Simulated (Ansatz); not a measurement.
Reaction: COS (SMILES O=C=S) → COS+ (parent SMILES O=C=S, doublet) + e-
Each species at its own B3LYP-D3(BJ)/def2-TZVP minimum (Ansatz, a program for electronic structure).

Quantity: adiabatic ionisation energy (electronic), in eV. Radicals and triplets start from unrestricted determinants; spin-orbit coupling is neglected. CBS(X,Y): correlation extrapolated as X^-3, Hartree-Fock from the larger set (Q,5: extrapolated as (X+1)exp(-9√X)). A bracket is a step between two methods taken in the basis named. The functionals are non-relativistic, so their misses hold any scalar relativity. 'core' is core correlation in cc-pwCVTZ (1s frozen past Ne), 'X2C' scalar relativity in cc-pVTZ-DK, both at CCSD(T). The UHF reference of COS+ (parent SMILES O=C=S, doublet) is spin-contaminated (<S^2> up to 0.08 over the pure value in the sets run). The spin of COS+ (parent SMILES O=C=S, doublet) was assumed, and the state is the lowest solution found for it.

CCSD(T)/CBS(cc-pV(Q+d)Z,cc-pV(5+d)Z) + [CCSDT(Q) - CCSD(T)]/cc-pV(T+d)Z + core + X2C (Ansatz) gives 11.23 eV.

Task: How far off this value is PBE/def2-TZVPD (Ansatz), in which direction, and which of these levels come nearer: r2SCAN/def2-TZVPD, B3LYP/def2-TZVPD, PBE0/def2-TZVPD, CCSD(T)/CBS(cc-pV(Q+d)Z,cc-pV(5+d)Z) + core + X2C?

Result: PBE gives 11.17 eV, 0.06 eV below it. Differences of the others: r2SCAN/def2-TZVPD (Ansatz) -0.03; B3LYP/def2-TZVPD (Ansatz) -0.03; PBE0/def2-TZVPD (Ansatz) -0.06; CCSD(T)/CBS(cc-pV(Q+d)Z,cc-pV(5+d)Z) + core + X2C (Ansatz) 0.01 eV. Nearer than PBE: r2SCAN/def2-TZVPD, B3LYP/def2-TZVPD, CCSD(T)/CBS(cc-pV(Q+d)Z,cc-pV(5+d)Z) + core + X2C.
